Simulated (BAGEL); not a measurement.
# O2 (oxygen) at NEVPT2(12,8)/6-31G(d) (density fitting with cc-pvqz-jkfit, spherical functions)

Aim: the vertical triplet–singlet gap of O2 (oxygen) at NEVPT2(12,8)/6-31G* (density fitting with cc-pvqz-jkfit, spherical functions), from 2 runs. 

Program for the calculation: BAGEL 1.2.2.

1 further run of the same task is left out (it didn't finish). Runs told in other sessions of the task aren't counted.

### Step 1. The structure to begin with

The species is O2 (2 atoms), meant as a triplet with charge 0. SMILES: `O=O`. Geometry: relaxed at PBE0-D4/def2-TZVP.

Bond lengths: O1–O2 1.193 Å.

### Step 2. The energy at NEVPT2(12,8)/6-31G(d) (density fitting with cc-pvqz-jkfit, spherical functions)

The input, input.json:

```json
{ "bagel": [

{
  "title": "molecule",
  "basis": "6-31gs.json",
  "df_basis": "cc-pvqz-jkfit",
  "angstrom": "true",
  "geometry": [
    { "atom": "O", "xyz": [    0.509550,   -0.164850,    0.262450 ] },
    { "atom": "O", "xyz": [   -0.509550,    0.164850,   -0.262450 ] }
  ]
},
{
  "title": "hf"
},
{
  "title": "casscf",
  "nstate": 1,
  "nact": 8,
  "nclosed": 2,
  "nspin": 2,
  "maxiter": 200,
  "natocc": "true"
},
{
  "title": "nevpt2",
  "nstate": 1,
  "nact": 8,
  "nclosed": 2,
  "nspin": 2,
  "maxiter": 200,
  "natocc": "true",
  "ncore": 2
},
{
  "title": "print",
  "file": "orbitals.molden",
  "orbitals": "true"
}

]}
```

The basis set 6-31G* is read from a file made from the Basis Set Exchange's data (not shown).

On the command line:

```console
BAGEL_NUM_THREADS=1 BAGEL input.json > input.out
```

Output:

```text
* using 1 threads per process

  ===============================================================
  ===============================================================

  *** Geometry ***

  { "atom" : "O", "xyz" : [      0.962910,     -0.311521,      0.495959 ] },
  { "atom" : "O", "xyz" : [     -0.962910,      0.311521,     -0.495959 ] },

  Number of auxiliary basis functions:      212

  Since a DF basis is specified, we compute 2- and 3-index integrals:
    o Being stored without compression. Storage requirement is 0.001 GB

  Number of basis functions:       28
  Number of electrons      :       16

    * METHOD: MOLECULE                             0.02

  *** RHF ***

  === Nuclear Repulsion ===
    28.3929930607

      * DIIS with orbital gradients will be used.

  === RHF iteration (6-31gs.json) ===
      0       -149.51101388          0.01671931           0.00
      1       -149.52818599          0.00314438           0.00
      2       -149.52905219          0.00075017           0.00
      3       -149.52911601          0.00017720           0.00
      4       -149.52911904          0.00002654           0.00
      5       -149.52911912          0.00000123           0.00
      6       -149.52911912          0.00000024           0.00
      7       -149.52911912          0.00000002           0.00
      8       -149.52911912          0.00000000           0.00
    * SCF iteration converged.

    * Permanent dipole moment:
           (    0.000000,     0.000000,    -0.000000) a.u.

    * METHOD: HF                                   0.04

  ---------------------------
      CASSCF calculation
  ---------------------------

    * nstate   :      1
    * nclosed  :      2
    * nact     :      8
    * nvirt    :     18
  === CASSCF iteration (6-31gs.json) ===

    * Using the second-order algorithm

      0  0      -149.64581666     3.13e-02      0.01

      1  0      -149.69405899     2.68e-03      0.02

      2  0      -149.69611054     2.11e-04      0.02

      3  0      -149.69612060     1.79e-05      0.02

      4  0      -149.69612067     1.64e-06      0.02

      5  0      -149.69612067     1.89e-07      0.02

      6  0      -149.69612067     2.72e-08      0.02

      7  0      -149.69612067     4.20e-09      0.02

    * Second-order optimization converged. *

     guess   0:   closed 11111...             open .....11.

  === FCI iteration ===

      0  0      -149.59290433     2.19e-02      0.00
      1  0      -149.68969091     5.93e-03      0.00
      2  0      -149.69593261     1.05e-03      0.00
      3  0      -149.69611158     2.17e-04      0.00
      4  0      -149.69611995     6.19e-05      0.00
      5  0      -149.69612064     1.09e-05      0.00
      6  0      -149.69612067     2.47e-06      0.00
      7  0      -149.69612067     5.61e-07      0.00
      8  0      -149.69612067     1.02e-07      0.00
      9  0      -149.69612067     1.87e-08      0.00
     10  0      -149.69612067     1.94e-09      0.00
     11  0      -149.69612067     2.98e-10      0.00
     12  0 *    -149.69612067     6.81e-11      0.00

     * ci vector, state   0, <S^2> = 2.0000
       22222aa.     0.9712096421
       22aa222.    -0.1499503508
       22a2ba2a     0.0810532339
       222ab2aa     0.0810532339
       2222.aa2    -0.0794839363
       222aa2ab    -0.0691662408
       22a2aa2b    -0.0691662408

    * METHOD: CASSCF                               0.18

    * freezing 2 orbitals

  === DF-NEVPT2 calculation ===

    * 3-index integral transformation done
    * assembly done

      NEVPT2 correlation energy:   -0.2161412960      0.01

          (+0)      0.0000000000
          (+0)'     0.0000000000
          (+1)      0.0000000000
          (+1)'     0.0000000000
          (+2)      0.0000000000
          (-1)      0.0000000000
          (-1)'    -0.0974133597
          (-2)     -0.1187279363

      NEVPT2 total energy:       -149.9122619655

    * METHOD: NEVPT2                               4.85

    * METHOD: PRINT                                0.00

  ===============================================================
```

Run time: 5.4 s. Hardware: 1 thread of Arm Neoverse V2, shared host; peak memory 0.46 GiB.

### Step 3. The singlet

The input, calc.json:

```json
{ "bagel" : [

{
  "title" : "molecule",
  "basis" : "6-31gs.json",
  "df_basis" : "cc-pvqz-jkfit",
  "angstrom" : true,
  "geometry" : [
    { "atom" : "O", "xyz" : [    0.509550,   -0.164850,    0.262450 ] },
    { "atom" : "O", "xyz" : [   -0.509550,    0.164850,   -0.262450 ] }
  ]
},
{
  "title" : "hf"
},
{
  "title" : "nevpt2",
  "nstate" : 1,
  "nact" : 8,
  "nclosed" : 2,
  "maxiter" : 200,
  "natocc" : true,
  "ncore" : 2
},
{
  "title" : "print",
  "file" : "orbitals.molden",
  "orbitals" : true
}

]}
```

The basis set 6-31G* is read from a file made from the Basis Set Exchange's data (not shown).

On the command line:

```console
BAGEL_NUM_THREADS=1 BAGEL calc.json > calc.out
```

Output:

```text
* using 1 threads per process

  ===============================================================
  ===============================================================

  *** Geometry ***

  { "atom" : "O", "xyz" : [      0.962910,     -0.311521,      0.495959 ] },
  { "atom" : "O", "xyz" : [     -0.962910,      0.311521,     -0.495959 ] },

  Number of auxiliary basis functions:      212

  Since a DF basis is specified, we compute 2- and 3-index integrals:
    o Being stored without compression. Storage requirement is 0.001 GB

  Number of basis functions:       28
  Number of electrons      :       16

    * METHOD: MOLECULE                             0.02

  *** RHF ***

  === Nuclear Repulsion ===
    28.3929930607

      * DIIS with orbital gradients will be used.

  === RHF iteration (6-31gs.json) ===
      0       -149.51101388          0.01671931           0.00
      1       -149.52818599          0.00314438           0.00
      2       -149.52905219          0.00075017           0.00
      3       -149.52911601          0.00017720           0.00
      4       -149.52911904          0.00002654           0.00
      5       -149.52911912          0.00000123           0.00
      6       -149.52911912          0.00000024           0.00
      7       -149.52911912          0.00000002           0.00
      8       -149.52911912          0.00000000           0.00
    * SCF iteration converged.

    * Permanent dipole moment:
           (    0.000000,     0.000000,    -0.000000) a.u.

    * METHOD: HF                                   0.03

    * freezing 2 orbitals
  ---------------------------
      CASSCF calculation
  ---------------------------

    * nstate   :      1
    * nclosed  :      2
    * nact     :      8
    * nvirt    :     18
  === CASSCF iteration (6-31gs.json) ===

    * Using the second-order algorithm

      0  0      -149.61280821     3.04e-02      0.01

      1  0      -149.65816671     2.56e-03      0.03

      2  0      -149.66004025     2.05e-04      0.03

      3  0      -149.66004536     1.17e-05      0.03

      4  0      -149.66004538     8.71e-07      0.03

      5  0      -149.66004538     1.02e-07      0.03

      6  0      -149.66004538     2.23e-08      0.02

      7  0      -149.66004538     2.23e-09      0.02

    * Second-order optimization converged. *

     guess   0:   closed 11111...             open .....11.

  === FCI iteration ===

      0  0      -149.54518956     1.71e-02      0.00
      1  0      -149.65216719     4.88e-03      0.00
      2  0      -149.65980092     8.50e-04      0.00
      3  0      -149.66002894     2.25e-04      0.00
      4  0      -149.66004439     5.65e-05      0.00
      5  0      -149.66004534     1.08e-05      0.00
      6  0      -149.66004537     3.54e-06      0.00
      7  0      -149.66004538     7.44e-07      0.00
      8  0      -149.66004538     1.52e-07      0.00
      9  0      -149.66004538     2.18e-08      0.00
     10  0      -149.66004538     3.99e-09      0.00
     11  0      -149.66004538     5.26e-10      0.00
     12  0 *    -149.66004538     6.30e-11      0.00

     * ci vector, state   0, <S^2> = 0.0000
       22222ab.     0.6812359082
       22222ba.     0.6812359082
       222ba22.    -0.1467330257
       222ab22.    -0.1467330257
       22.22ab2    -0.0581559488
       22.22ba2    -0.0581559488
       22a2ba2b    -0.0536973923
       22b2ab2a    -0.0536973923
       22ba22ba    -0.0536973921
       22ab22ab    -0.0536973921

  === DF-NEVPT2 calculation ===

    * 3-index integral transformation done
    * assembly done

      NEVPT2 correlation energy:   -0.2132306689      0.01

          (+0)      0.0000000000
          (+0)'     0.0000000000
          (+1)      0.0000000000
          (+1)'     0.0000000000
          (+2)      0.0000000000
          (-1)      0.0000000000
          (-1)'    -0.0936860485
          (-2)     -0.1195446204

      NEVPT2 total energy:       -149.8732760480

    * METHOD: NEVPT2                               4.94

    * METHOD: PRINT                                0.00

  ===============================================================
```

Run time: 5.4 s. Hardware: 1 thread of Arm Neoverse V2, shared host; peak memory 0.47 GiB.

### Step 4. Results

Level: NEVPT2(12,8)/6-31G* (density fitting with cc-pvqz-jkfit, spherical functions), 2 core orbitals frozen.

```
                                        quantity          value
                           triplet: total energy  -149.91226 Eh
                           singlet: total energy  -149.87328 Eh
vertical energy of the singlet above the triplet       1.061 eV
```

What this shows: At this shape the singlet lies 1.06 eV (102 kJ/mol) above the triplet.
